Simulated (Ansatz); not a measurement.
The input, for Ansatz 0.2.0:

```yaml
crystal:
  periodic: [false, false, false]
  atoms:
    - {symbol: B, position_ang: [0.000507, 0.020215, -0.020481]}
    - {symbol: H, position_ang: [-0.015076, 0.881641, 0.829352]}
    - {symbol: H, position_ang: [-0.028284, -1.127430, 1.142291]}
    - {symbol: H, position_ang: [0.021830, 0.870181, -0.881652]}
    - {symbol: H, position_ang: [0.016090, -0.841212, -0.870314]}
basis:
  gaussian: {orbitals: cc-pVDZ}
total_charge: 1
magnetization: {spin_polarized: true, initial_magnetization: 0}
hamiltonian: {xc: {name: PBE0}}
correlation: {method: ccsdt, electrons: all}
scf: {lower_state_search: off}
output: {forces: true}
```

```sh
$ ansatz run in.yaml --threads 1 --pin off --events-out ev --progress --plain --max-ram 2393MiB
```

Log:

```
these checks for a lower state are left out or cut short: starts, cluster_reference, orbital_swaps, neighbouring_geometries, increment
643 factors; integrals over basis functions are off by at most 2.3e-7 eV
mean field evaluation 1: about -724.9473 eV, gradient 1.5e1 eV
mean field evaluation 2: about -724.9455 eV, gradient 1.5e1 eV
mean field evaluation 4: about -726.9122 eV, gradient 2.1e0 eV
mean field evaluation 8: about -726.9594 eV, gradient 2.1e-3 eV
mean field -726.95938963 eV, -26.7152648183 hartree, gradient 1.9e-6 eV, S^2 0.000000; 0 other end points of the search recorded, 0 dependent functions left out
reference -721.36945951 eV, -26.5098386753 hartree; 4, 4 occupied and 30, 30 virtual orbitals, 643 factors
second order -3.12365126 eV of doubles, -0.06184875 eV of singles
cycle   1  -3.68493834 eV  change   -5.0e-1 eV  update   6.3e-2
cycle   2  -3.99232272 eV  change   -3.1e-1 eV  update   3.0e-2
cycle   3  -4.02069660 eV  change   -2.8e-2 eV  update   1.1e-2
cycle   4  -4.01879076 eV  change    1.9e-3 eV  update   4.4e-3
cycle   5  -4.02134866 eV  change   -2.6e-3 eV  update   1.2e-3
cycle   6  -4.02035515 eV  change    9.9e-4 eV  update   4.7e-4
cycle   7  -4.02031196 eV  change    4.3e-5 eV  update   1.5e-4
cycle   8  -4.02048135 eV  change   -1.7e-4 eV  update   4.6e-5
cycle   9  -4.02045813 eV  change    2.3e-5 eV  update   1.5e-5
cycle  10  -4.02044601 eV  change    1.2e-5 eV  update   4.3e-6
cycle  11  -4.02044617 eV  change   -1.6e-7 eV  update   1.4e-6
cycle  12  -4.02044788 eV  change   -1.7e-6 eV  update   5.4e-7
cycle  13  -4.02044821 eV  change   -3.3e-7 eV  update   1.5e-7
the calculation of the forces begins
mean field evaluation 16: about -721.3695 eV, gradient 4.4e0 eV
Total energy: -725.38990772 eV, -26.6575874219 hartree
Atom 0 at     0.000507     0.020215    -0.020481 Å, force    -0.063017    -2.511940     2.545052 eV/Å
Atom 1 at    -0.015076     0.881641     0.829352 Å, force    -0.008046     0.054295     0.380715 eV/Å
Atom 2 at    -0.028284    -1.127430     1.142291 Å, force     0.057025     2.273082    -2.303045 eV/Å
Atom 3 at     0.021830     0.870181    -0.881652 Å, force     0.014201     0.566054    -0.573515 eV/Å
Atom 4 at     0.016090    -0.841212    -0.870314 Å, force    -0.000163    -0.381491    -0.049206 eV/Å
Dipole moment:    -0.002267    -0.090371     0.091563 e Å
Checks for a lower state left out: starts, cluster_reference, orbital_swaps, neighbouring_geometries, increment
```

Forces (eV/Å):
```
B   -0.063 -2.512  2.545
H   -0.008  0.054  0.381
H    0.057  2.273 -2.303
H    0.014  0.566 -0.574
H    0.000 -0.381 -0.049
```

Ran on 1 thread of Intel Xeon Platinum 8375C, shared host: 23 s wall, 0.49 GiB peak host memory.
